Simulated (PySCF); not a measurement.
A mixed set of molecules. Computed, not measured: PySCF 2.14.0, density-fitted response routines, TDDFT CAM-B3LYP/def2-SVPD, vertical, gas phase, core orbitals frozen in the response. Geometries: PBE0-D3(BJ)/def2-SVP; one conformer of each isolated species. Triplets are in the Tamm–Dancoff approximation. 'Strongest' means the level of largest summed f among the lowest 10 singlets; it needn't be the same kind of state in each.

Question: Rank by computed lowest singlet excitation energy, lowest first.
A. `C/C=C(\C)CF`
B. `CCC1(F)CC1`
C. `n1cc(C)cs1`
D. `CC(C)=C(C)F`

Answer: C (5.56 eV), D (6.25 eV), A (6.60 eV), B (7.76 eV).

| SMILES | S1 (eV) | LUMO (eV) | α (au) | T1 (eV) | strongest (eV) | f (S1) | S1 mainly |
| --- | --- | --- | --- | --- | --- | --- | --- |
| Cc1cnsc1 | 5.56 | 0.17 | 69.6 | 4.03 | 5.56 | 0.125 | H→L (93%) |
| CC(C)=C(C)F | 6.25 | 1.24 | 64.6 | 4.26 | 7.12 | 0.002 | H→L (94%) |
| C/C=C(\C)CF | 6.60 | 1.27 | 64.5 | 4.29 | 7.13 | 0.001 | H→L (93%) |
| CCC1(F)CC1 | 7.76 | 1.36 | 59.7 | 7.59 | 8.99 | 0.014 | H→L (88%) |

H and L stand for HOMO and LUMO.

- `Cc1cnsc1`: Löwdin shares by element: HOMO carbon 46% or more, sulfur 35% (atoms not listed hold the other 19%); LUMO carbon 36% or more, nitrogen 23%, sulfur 22% (atoms not listed hold the other 19%).
- `CC(C)=C(C)F`: Löwdin shares by element: HOMO carbon 67% or more, fluorine 11% (atoms not listed hold the other 22%); LUMO carbon 52% or more (atoms not listed hold the other 48%).
- `C/C=C(\C)CF`: Löwdin shares by element: HOMO carbon 79% or more (atoms not listed hold the other 21%); LUMO carbon 43% or more, hydrogen 8% or more (atoms not listed hold the other 49%).
- `CCC1(F)CC1`: Löwdin shares by element: HOMO carbon 62% or more, fluorine 17% (atoms not listed hold the other 21%); LUMO carbon 38% or more, hydrogen 11% or more (atoms not listed hold the other 52%).
